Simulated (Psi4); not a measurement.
# A workflow on AlNH3 (SMILES [NH2][AlH])

We compute a structure relaxation (UPBE0-D4/def2-SVP), then vibrational wavenumbers of AlNH3. 

The results are computed with Psi4 1.11.

## Step 1: Starting point

AlNH3: 5 atoms, total charge 0, spin state doublet. SMILES: `[NH2][AlH]`. The shape is that of a PBE0-D4/def2-TZVP optimisation. This is one conformer, not always the lowest. The run starts from this shape.

Bond lengths: N1–Al2 1.774 Å, N1–H3 1.007 Å, N1–H4 1.009 Å, Al2–H5 1.604 Å. Angles: N1–Al2–H5 115.7°, Al2–N1–H3 125.4°, Al2–N1–H4 124.3°, H3–N1–H4 110.2°.

## Step 2: A geometry optimisation at UPBE0-D4/def2-SVP (density fitting) (run 1)

Input file calc.inp:

```
memory 1600 mb

molecule {
  0 2
  N     -0.116600    -0.660800     0.175100
  Al     0.836600     0.833900     0.120800
  H      0.148500    -1.505300     0.655500
  H     -1.010300    -0.782800    -0.277400
  H      0.191800     2.041400    -0.715400
}

set {
  basis def2-SVP
  reference uks
  geom_maxiter 60
}

opt("pbe0-d4")
```

Started as:

```sh
$ psi4 -n 1 calc.inp calc.out
```

calc.out:

```text
[...]
  Running in c1 symmetry.
[...]
  Nuclear repulsion =   46.235092034097001
[...]
  Multiplicity = 2
[...]
  Nalpha       = 12
  Nbeta        = 11
[...]
    Number of basis functions: 47
[...]
   @DF-UKS iter   1:  -298.40161581378294   -2.70923e-01   1.61224e-02 DIIS/ADIIS
[...]
   @DF-UKS iter   5:  -298.66534266465248   -2.44427e-12   7.42381e-09 DIIS
[...]
   @S^2 Observed:                7.526695261E-01
[...]
  @DF-UKS Final Energy:  -298.66534266465248
   => Energetics <=
    Nuclear Repulsion Energy =             46.0482940834811245
    One-Electron Energy =                -504.7076489943852948
    Two-Electron Energy =                 180.0319476999360973
    DFT Exchange-Correlation Energy =     -20.0361511588832251
    Empirical Dispersion Energy =          -0.0017842948011629
    VV10 Nonlocal Energy =                  0.0000000000000000
    Total Energy =                       -298.6653426646524849
[...]
 Multipole Moments:
 ------------------------------------------------------------------------------------
     Multipole            Electronic (a.u.)      Nuclear  (a.u.)        Total (a.u.)
 ------------------------------------------------------------------------------------
 L = 1.  Multiply by 2.5417464519 to convert [e a0] to [Debye]
 Dipole X            :          2.1218791           -2.2820050           -0.1601259
 Dipole Y            :          1.0541754           -1.5730517           -0.5188763
 Dipole Z            :          0.7733511           -0.6589059            0.1144452
 Magnitude           :                                                    0.5549510
[...]
  -Total Gradient:
     Atom            X                  Y                   Z
    ------   -----------------  -----------------  -----------------
       1       -0.000036960203    -0.000031584691    -0.000008061560
       2        0.000017273450     0.000018137483     0.000002223940
       3        0.000004558645     0.000013308724    -0.000002560246
       4        0.000005987875    -0.000000136028     0.000003185420
       5       -0.000001267218     0.000003146922    -0.000001745245
[...]
    Final optimized geometry and variables:
    Molecular point group: c1
    Full point group: C1
    Geometry (in Angstrom), charge = 0, multiplicity = 2:
    N           -0.578286241935    -0.959413034049     0.053626349763
    AL           0.377176548666     0.540729563258    -0.001527792328
    H           -0.314635721216    -1.811392988246     0.536400918853
    H           -1.478430347456    -1.085570360390    -0.400761430656
    H           -0.269810395393     1.750947133696    -0.839840648174
    Psi4 run time: 0:00:56.07
[...]
```

On the terminal:

```text
Optimizer: Optimization complete!
```

It took 65 s on 1 thread of Intel Xeon at 2.50GHz (Skylake/Cascade Lake), shared host; peak memory 0.38 GiB.

Step by step:

```
step  energy from the first frame kept (eV)  largest force (eV/Å)
   0                                 0.0000                0.3292
   1                                -0.0029                0.0211
   2                                -0.0029                0.0099
   3                                -0.0029                0.0025
```

After the run. Bond lengths: N1–Al2 1.779 Å, N1–H3 1.014 Å, N1–H4 1.016 Å, Al2–H5 1.608 Å. Angles: N1–Al2–H5 115.8°, Al2–N1–H3 125.7°, Al2–N1–H4 124.5°, H3–N1–H4 109.8°.

## Step 3: The harmonic vibrations at UPBE0-D4/def2-SVP (density fitting) (run 2)

Input file job.inp:

```
memory 1.6 GB

molecule {
  0 2
  N     -0.22262486    -1.25488586     0.33198709
  Al     1.58293665     1.57997167     0.22776113
  H      0.27560144    -2.86489472     1.24429962
  H     -1.92365049    -1.49328993    -0.52667990
  H      0.36031030     3.86695224    -1.35642085
  units bohr
}

set reference uks
set t 500.0
set rotational_symmetry_number 1

frequency("pbe0-d4/def2-SVP")
```

Started as:

```sh
$ psi4 -n 1 job.inp job.out
```

job.out (excerpt; [...] marks lines left out):

```text
[...]
  Running in c1 symmetry.
[...]
  Nuclear repulsion =   46.048310651652237
[...]
  Multiplicity = 2
[...]
  Nalpha       = 12
  Nbeta        = 11
[...]
    Number of basis functions: 47
[...]
   @DF-UKS iter   1:  -298.40302460431872   -2.81051e-01   1.60619e-02 DIIS/ADIIS
[...]
   @DF-UKS iter  12:  -298.66534175872926   -3.58114e-12   7.25976e-09 DIIS
[...]
   @S^2 Observed:                7.526740035E-01
[...]
  @DF-UKS Final Energy:  -298.66534175872926
   => Energetics <=
    Nuclear Repulsion Energy =             46.0489269674070272
    One-Electron Energy =                -504.7078631742292032
    Two-Electron Energy =                 180.0316589276594073
    DFT Exchange-Correlation Energy =     -20.0362802070527799
    Empirical Dispersion Energy =          -0.0017842725136914
    VV10 Nonlocal Energy =                  0.0000000000000000
    Total Energy =                       -298.6653417587292552
[...]
 Multipole Moments:
[...]
  -Total Gradient:
     Atom            X                  Y                   Z
    ------   -----------------  -----------------  -----------------
       1       -0.000642821849    -0.000055078710    -0.000363721853
       2        0.000112095493    -0.000137459901     0.000149977740
       3       -0.000045892051    -0.000004797446    -0.000034265582
       4        0.000656299247     0.000037143901     0.000376378994
       5       -0.000090107361     0.000163122439    -0.000135289790
[...]
  ==> Harmonic Vibrational Analysis <==
[...]
  Freq [cm^-1]                 430.7248            467.0746            501.6157
[...]
  IR activ [km/mol]            211.3908            18.1152             12.2628
[...]
  Freq [cm^-1]                 717.8063            809.8040           1519.5619
[...]
  IR activ [km/mol]            138.7602            72.4173             33.8845
[...]
  Freq [cm^-1]                1831.1084           3594.9557           3696.0253
[...]
  IR activ [km/mol]            192.4536            20.7966             36.6415
[...]
  Total E_0, Enthalpy at 0 [K]                                                         -298.63443094 [Eh]
[...]
  Total H, Enthalpy at  500.00 [K]                                                     -298.62483533 [Eh]
[...]
  Total G, Gibbs energy at  500.00 [K]                                                 -298.68000478 [Eh]
[...]
```

Standard output:

```text
Warning: used thermodynamics relations inappropriate for low-frequency modes: ['430.7248' '467.0746' '501.6157']
```

It took 5.7 min on 1 thread of Intel Xeon at 2.50GHz (Skylake/Cascade Lake), shared host; peak memory 0.36 GiB.

## Step 4: Results

| quantity | value |
| --- | --- |
| run 1, UPBE0-D4/def2-SVP: total energy at the end | -298.66534 Eh |
| run 1, UPBE0-D4/def2-SVP: dipole moment | 1.41 D |
| run 1, UPBE0-D4/def2-SVP: HOMO energy (highest over α and β) | -5.42 eV |
| run 1, UPBE0-D4/def2-SVP: LUMO energy (lowest over α and β) | -1.96 eV |
| run 1, UPBE0-D4/def2-SVP: dispersion energy | -4.68 kJ/mol |
| run 1, UPBE0-D4/def2-SVP: ⟨S²⟩ | 0.753 |
| run 2, UPBE0-D4/def2-SVP: lowest harmonic wavenumber | 431 cm⁻¹ |
| run 2, UPBE0-D4/def2-SVP: highest harmonic wavenumber | 3696 cm⁻¹ |
| run 2, UPBE0-D4/def2-SVP: zero-point energy | 81.2 kJ/mol |
| run 2, UPBE0-D4/def2-SVP: ideal-gas entropy at 500 K (symmetry number 1 as used) | 69.2 cal/(mol K) |

The optimisation (run 1, UPBE0-D4/def2-SVP) took 4 steps and changed the energy by -0.003 eV. All 9 modes are real, so the shape is a minimum at this level.
